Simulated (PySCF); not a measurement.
Isomers of C3H2F2. Theory: PySCF 2.14.0, PBE0-D3(BJ)/def2-SVP geometry optimisation, gas phase. Energies are electronic, without zero-point or thermal terms, for one conformer each. No frequencies were run at this level. Point groups hold within 0.08 Å.

Question: Rank from lowest to highest electronic energy at this level (kJ/mol).
A. `C#CC(F)F`
B. `FC1=C[C@H]1F`
C. `FC1=C(F)C1`

Answer: A (0.0), B (44.9), C (95.7).

As drawn, the lowest has a C≡C bond and two fluorines on one carbon, which the highest lacks; the highest has a three-membered ring and a C=C bond outside aromatic rings, which the lowest lacks.

```json
{"SMILES": "C#CC(F)F", "E (Eh)": "-314.55322", "E rel (kJ/mol)": "0.0", "dipole (D)": "2.08", "point group": "Cs", "A, B, C (MHz)": "10046, 3950, 3006"}
{"SMILES": "FC1=C[C@H]1F", "E (Eh)": "-314.53612", "E rel (kJ/mol)": "44.9", "dipole (D)": "1.88", "point group": "C1", "A, B, C (MHz)": "11772, 3854, 3158"}
{"SMILES": "FC1=C(F)C1", "E (Eh)": "-314.51677", "E rel (kJ/mol)": "95.7", "dipole (D)": "0.71", "point group": "C2v", "A, B, C (MHz)": "11104, 3759, 2863"}
```

Q: As an exercise, what shares would exp(−E/RT) give at 2000 K from these electronic energies alone (no entropy, no degeneracies)?

A: RT = 16.629 kJ/mol: C#CC(F)F 93.4 %, FC1=C[C@H]1F 6.3 %, FC1=C(F)C1 0.3 %.
